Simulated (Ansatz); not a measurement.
```yaml
atoms:
  - { symbol: O, position_ang: [0.0644, -0.0587, -0.0782] }
  - { symbol: H, position_ang: [-0.0343, 0.8238, 0.5867] }
  - { symbol: H, position_ang: [0.1099, -0.6705, 0.5252] }
```

RHF on singlet H₂O was run in several spherical basis sets with Ansatz (development build ahead of 0.2.0). Caution for RHF: no unrestricted run beside it, a lower state can exist; stretched shape with no unrestricted run beside it, a lower state can exist.

Q: Rank the basis sets by the total energy that they give, lowest first, with the distance from the lowest.
A. def2-SVP
B. STO-3G
C. aug-cc-pVDZ
D. 6-31G
E. cc-pVDZ

A: C (0.00 eV), E (0.39 eV), D (1.57 eV), A (2.19 eV), B (29.50 eV).

Totals follow the description of the cores as much as that of the bonds, so this order isn't one of quality for chemistry.
